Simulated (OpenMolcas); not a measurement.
**B2H3Cl (SMILES BBCl): MP2/pc-1 (max step 0.1)**

Aim: a geometry optimisation of B2H3Cl. 

Program for the calculation: OpenMolcas 26.06.

9 further runs of the same task are left out: 1 that didn't finish, 8 set aside as unsound or not needed.

## (1) The system as given

The species is B2H3Cl (6 atoms), meant as a singlet with charge 0. SMILES: `BBCl`. All atoms were displaced at random from a relaxed shape. The run starts from this shape.

Bond lengths: B1–B2 1.665 Å, B2–Cl3 1.657 Å, B1–H4 1.181 Å, B1–H5 1.152 Å, B2–H6 1.173 Å. Angles: B1–B2–Cl3 122.7°, B1–B2–H6 123.6°, Cl3–B2–H6 113.6°, B2–B1–H4 123.9°, B2–B1–H5 119.4°, H4–B1–H5 115.9°.

## (2) A geometry optimisation at MP2/pc-1 (max step 0.1)

File geom.xyz:

```xyz
6

B     -0.341380     0.012196    -0.810876
B      0.327660     0.042417     0.712982
Cl    -0.402440    -0.656685     2.025481
H     -0.103873    -0.816389    -1.617671
H     -0.937842     0.924165    -1.185887
H      1.389238     0.482411     0.946252
```

File run.inp:

```
&GATEWAY
Coord=geom.xyz
Basis=pc-1
Group=NoSym
>>> EXPORT MOLCAS_MAXITER=40
>>> Do While
&SEWARD
&SCF
PrOrbitals=0
&MBPT2
Frozen=7
Grdt
&SLAPAF
MaxStep=0.1
>>> EndDo
```

Command:

```
$ export MOLCAS_MEM=300
$ pymolcas run.inp > run.log
```

Q: Predict the results. Wanted: total energy at the end; dipole moment; HOMO energy; LUMO energy; HOMO–LUMO gap; correlation energy.

Computed results:

Level: MP2/pc-1 (max step 0.1), 7 core orbitals frozen.

```
                                   quantity          value
                    total energy at the end  -510.87310 Eh
         dipole moment (mean-field density)         1.46 D
        HOMO energy (Hartree–Fock orbitals)      -11.39 eV
        LUMO energy (Hartree–Fock orbitals)        1.49 eV
      HOMO–LUMO gap (Hartree–Fock orbitals)       12.88 eV
correlation energy (7 core orbitals frozen)     -289.4 mEh
```

What this shows: At the final geometry: Bond lengths: B1–B2 1.670 Å, B2–Cl3 1.763 Å, B1–H4 1.196 Å, B1–H5 1.196 Å, B2–H6 1.193 Å. Angles: B1–B2–Cl3 118.1°, B1–B2–H6 126.0°, Cl3–B2–H6 115.9°, B2–B1–H4 121.4°, B2–B1–H5 121.4°, H4–B1–H5 117.2°. The optimisation took 16 steps and changed the energy by -0.227 eV.
